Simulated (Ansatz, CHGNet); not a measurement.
# Ladder of methods for the enthalpy of formation of 3C-SiC

Reference value: -0.358 eV/atom (measured, 0 K, zero-point vibrations removed by harmonic ab initio phonons, 0 K static; as tabulated in Harl and Kresse (2009), doi:10.1103/physrevlett.103.056401).

| level (code) | value (eV/atom) | error (eV/atom) |
|---|---|---|
| CHGNet-r²SCAN | -0.328 | +0.030 |
| LDA (Ansatz) | -0.285 | +0.073 |
| PBE (Ansatz) | -0.204 | +0.154 |
| PBE-D3(BJ) (Ansatz) | -0.277 | +0.081 |
| r²SCAN+rVV10 (Ansatz) | -0.324 | +0.034 |
| PBE0-D3(BJ) (Ansatz) | -0.358 | 0.000 |
| r²SCAN0 (Ansatz) | -0.343 | +0.015 |

Once the reference is moved by up to 0.050 eV/atom (a margin picked here for doubts on the reference and the settings) and values within 0.010 eV/atom count as equal, the nearest can be PBE0-D3(BJ) (0.000 eV/atom), r²SCAN0 (+0.015 eV/atom), CHGNet-r²SCAN (+0.030 eV/atom), r²SCAN+rVV10 (+0.034 eV/atom) or LDA (+0.073 eV/atom). Farthest off among them: PBE (+0.154 eV/atom).

Each level is taken at its own relaxed cell. Cutoffs differ between the levels. Ansatz's density-functional and Hartree–Fock values are scalar-relativistic unless marked +SOC, with PAW data made under PBE.

Machine-learned potentials (CHGNet-r²SCAN) are trained on DFT data: a solid inside that data is no test of them.

Differences are worked out from the printed values.

Ansatz is a program for electronic structure.
